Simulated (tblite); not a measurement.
C₆H₁₀.
SMILES: `C1C[C@H]2CC[C@@H]12`

All values are computed: GFN2-xTB (tblite) harmonic vibrations without scaling, gas phase. This tight-binding method is rough: wavenumbers can miss measured ones by several per cent, in bad cases by 10 to 20.

Harmonic wavenumbers (cm⁻¹): 80.1, 347.1, 381.4, 660.0, 782.6, 787.1, 791.2, 905.7, 912.1, 926.2, 966.8, 998.3, 1050.6, 1059.9, 1069.5, 1102.4, 1118.9, 1166.2, 1174.4, 1180.4, 1184.6, 1210.2, 1241.3, 1251.1, 1265.7, 1273.9, 1281.1, 1289.4, 1464.4, 1477.0, 1479.5, 1493.9, 2983.1, 2987.3, 2995.4, 2996.5, 3000.8, 3006.4, 3007.6, 3009.2, 3014.2, 3018.2.

A = 6282, B = 4003, C = 3104 MHz; mass 82.078 u (most abundant isotopes); point group C2v, symmetry number 2.

Task: What is the zero-point energy?

Result: Half the sum of the wavenumbers: 31696 cm⁻¹ = 379.16 kJ/mol.

Task: What is S at 500 K and 1 bar for an ideal gas of classical rigid rotors and harmonic oscillators?

Result: Translation 174.57, rotation 108.73, vibration 84.56: S = 367.9 J/(mol K).

Task: And Cp and H(500 K) − H(0)?

Result: Cp = 167.73 J/(mol K), of which vibrations give 134.47 (their classical limit is 42 R = 349.2); H(500 K) − H(0) = 42.70 kJ/mol without the zero-point energy, 26.07 from vibrations.

Task: Which modes carry the vibrational entropy at 500 K?

Result: 80.1 cm⁻¹: 20.53; 347.1 cm⁻¹: 8.66; 381.4 cm⁻¹: 7.95; 660.0 cm⁻¹: 4.13; 782.6 cm⁻¹: 3.13; 787.1 cm⁻¹: 3.09 J/(mol K); the other 36 give 37.07 together.

Task: How do the functions run with temperature in this model?

Result: 
```json
{"T (K)": "150", "S (J/(mol K))": "256.6", "Cp (J/(mol K))": "49.8", "H − H(0) (kJ/mol)": "6.13", "G − H(0) (kJ/mol)": "-32.36", "ln q(vib)": "0.69"}
{"T (K)": "250", "S (J/(mol K))": "287.1", "Cp (J/(mol K))": "74.7", "H − H(0) (kJ/mol)": "12.20", "G − H(0) (kJ/mol)": "-59.57", "ln q(vib)": "1.36"}
{"T (K)": "298.15", "S (J/(mol K))": "301.7", "Cp (J/(mol K))": "92.3", "H − H(0) (kJ/mol)": "16.21", "G − H(0) (kJ/mol)": "-73.75", "ln q(vib)": "1.74"}
{"T (K)": "400", "S (J/(mol K))": "334.4", "Cp (J/(mol K))": "132.2", "H − H(0) (kJ/mol)": "27.65", "G − H(0) (kJ/mol)": "-106.12", "ln q(vib)": "2.73"}
{"T (K)": "600", "S (J/(mol K))": "401.1", "Cp (J/(mol K))": "197.2", "H − H(0) (kJ/mol)": "60.99", "G − H(0) (kJ/mol)": "-179.69", "ln q(vib)": "5.22"}
{"T (K)": "900", "S (J/(mol K))": "493.8", "Cp (J/(mol K))": "258.6", "H − H(0) (kJ/mol)": "130.18", "G − H(0) (kJ/mol)": "-314.25", "ln q(vib)": "9.57"}
```

q(vib) and H(0) count from the zero-point level.

Hindered rotation and anharmonicity are outside this model.
